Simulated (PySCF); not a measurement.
Species: piperazine, C4H10N2.
Bonds: C1–C2, C2–N3, N3–C4, C4–C5, C5–N6, C1–N6. Hydrogens: H7, H8 on C1; H9, H10 on C2; H11 on N3; H12, H13 on C4; H14, H15 on C5; H16 on N6.

Computed, not measured: core-valence-separated Tamm–Dancoff BHandHLYP/aug-pcX-1 (pcseg-1 on H) in PySCF, non-relativistic, gas phase, PBE0-D3(BJ)/def2-SVP geometry.

Computed carbon K-edge spectrum, Gaussian lines of 0.4 eV full width, highest printed point 100; it ends one width below the last computed root. Absolute energies from this functional tend to lie a few eV below measured edges; no shift was applied.

(photon energy (eV), absorption): (285.6, 1), (285.7, 6), (285.8, 19), (285.9, 42), (286.0, 68), (286.1, 85), (286.2, 94), (286.3, 100), (286.4, 98), (286.5, 77), (286.6, 46), (286.7, 20), (286.8, 7), (286.9, 5), (287.0, 10), (287.1, 19), (287.2, 27), (287.3, 28), (287.4, 24)

Q: Where are the maxima, and which lines make them up?

A: 2 maxima:
- 286.3 eV: C1/C2/C4/C5 (sp3 carbon bound to nitrogen), 286.40 eV, f = 0.100, sum of 4, 80 % of the height at the exact maximum; C1/C2/C4/C5 (sp3 carbon bound to nitrogen), 286.07 eV, f = 0.079, sum of 4, 20 % of the height at the exact maximum
- 287.3 eV: C1/C2/C4/C5 (sp3 carbon bound to nitrogen), 287.24 eV, f = 0.030, sum of 4, 90 % of the height at the exact maximum

Roots within 0.03 eV on the same or equivalent atoms count as one line; shares under 12 % aren't listed.

Vibrational structure and lifetime widths aren't in the curve. The ionisation threshold wasn't computed; near and above it a finite basis only mimics Rydberg series and continuum.

One conformer stands for the species.
